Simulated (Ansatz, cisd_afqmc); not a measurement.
Species: C$_{2}$H$_{2}$, charge 0, triplet. This triplet is an excited state, 3.9 eV above the singlet at CCSD(T)/cc-pV5Z (Ansatz, a first-principles code). C2H2 (parent SMILES C#C, triplet).
B3LYP-D3(BJ)/def2-TZVP minimum from Ansatz:
```
C
C 1 1.3238
H 1 1.0925 2 128.66
H 2 1.0925 1 128.66 3 0.00
```
Charge 0, spin multiplicity 3.

Total energies in cc-pVDZ, 10 correlated electrons, 2 frozen orbitals. UHF or UKS for unpaired electrons; spin-orbit terms are left out. Correlated methods leave the cores frozen. No relativity. The Monte Carlo rows (phaseless AFQMC, CISD trial, step 0.005/hartree) carry one-sigma bars that omit the constraint's bias. Outlying blocks are dropped, and bars are widened where a walk drifts. Over all cases where full CI ran beside it in this data, AFQMC minus full CI had a median of +0.1 mEh and passed +0.4 mEh in a tenth of the cases. The spin of C2H2 (parent SMILES C#C, triplet) was assumed, and the state is the lowest solution found for it.

```csv
method,program,energy (Eh),minus CCSDTQ (mEh)
HF,Ansatz,-76.72961,250.16
MP2,Ansatz,-76.93690,42.88
CCSD,Ansatz,-76.96879,10.99
CCSD(T),Ansatz,-76.97749,2.29
CCSDT(Q),Ansatz,-76.97981,-0.03
CCSDTQ,Ansatz,-76.97978,0.00
AFQMC/CISD,cisd_afqmc,-76.9787 ± 0.0003,1.1 ± 0.3
```

Rough core times of Ansatz's runs on a shared machine: CCSD(T) under 20 s, CCSDT(Q) 20 s, CCSDTQ 20 min.
